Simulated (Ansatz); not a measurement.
# AlNH+ (quintet): from Hartree-Fock to the top rungs, cc-pVTZ

Aim: climb from Hartree-Fock through coupled cluster for AlNH+ (quintet) at one geometry and basis, and see what each rung misses.

The runs use Ansatz 0.2.0, Gaussian basis; cc-pVTZ, core rule «outside noble gas», up to 6 orbitals frozen.

Plan: UHF; CCSD(T) on ROHF; CCSD(T) on UHF; BCCD(T) on ROHF; CCSDT(Q) on ROHF; CCSDT(Q) on UHF.

17 further runs of the same task are left out: 12 for a known fault of the program, 5 set aside as unsound or not needed.

## 1. What is computed

The geometry is a PBE0/def2-TZVP stationary point (not a proven minimum) of the parent state, kept for this charge and spin.

3 atoms, charge 1, spin multiplicity 5.

Atoms are counted from 1 here; the program's logs count them from 0.

Bond lengths: Al1–N2 1.909 Å, N2–H3 1.029 Å. Angles: Al1–N2–H3 108.4°.

## 2. UHF

in.yaml reads:

```yaml
crystal:
  periodic: [false, false, false]
  atoms:
    - {symbol: Al, position_ang: [0.000000, -0.031887, 0.689947]}
    - {symbol: N, position_ang: [0.000000, 0.120874, -1.212902]}
    - {symbol: H, position_ang: [0.000000, -0.826124, -1.614269]}
basis:
  gaussian: {orbitals: cc-pVTZ}
total_charge: 1
magnetization: {spin_polarized: true, initial_magnetization: 4}
hamiltonian: {xc: hf}
output: {orbitals: {seedname: orbitals}}
```

On the command line:

```sh
$ ansatz run in.yaml --threads 1 --pin off --events-out ev --progress --plain --max-ram 2560MiB --backend cpu
```

Further steps of the session: CCSD(T) on ROHF; CCSD(T) on UHF; BCCD(T) on ROHF; CCSDT(Q) on ROHF; CCSDT(Q) on UHF.

Before running them: what should the planned runs give, taken together? Wanted: UCCSDT(Q) below the RHF energy; RMP2 from UCCSDT(Q); UMP2 from UCCSDT(Q); RCCSD from UCCSDT(Q); RCCSD(T) from UCCSDT(Q); UCCSD(T) from UCCSDT(Q); RCCSDT(Q) from UCCSDT(Q); T1 diagnostic.

As calculated:

```
                         quantity                                                   value
   UCCSDT(Q) below the RHF energy                                              -4.8236 eV
              RMP2 from UCCSDT(Q)                                              +715.8 meV
              UMP2 from UCCSDT(Q)                                              +720.0 meV
             RCCSD from UCCSDT(Q)                                              +146.7 meV
          RCCSD(T) from UCCSDT(Q)                                               +23.7 meV
          UCCSD(T) from UCCSDT(Q)                                               +19.7 meV
         RCCSDT(Q) from UCCSDT(Q)                                                +4.5 meV
levels within 1 kcal/mol (43 meV)  RCCSD(T), UCCSD(T), BCCD(T), RCCSDT, UCCSDT, RCCSDT(Q)
                    T1 diagnostic                                                   0.019
```

**Reading.** RCCSD(T) lands +23.7 meV from the yardstick (0.5 % of the correlation energy). These misses are within one basis, not against nature; the frozen cores of restricted and unrestricted runs differ, which can shift their rows.
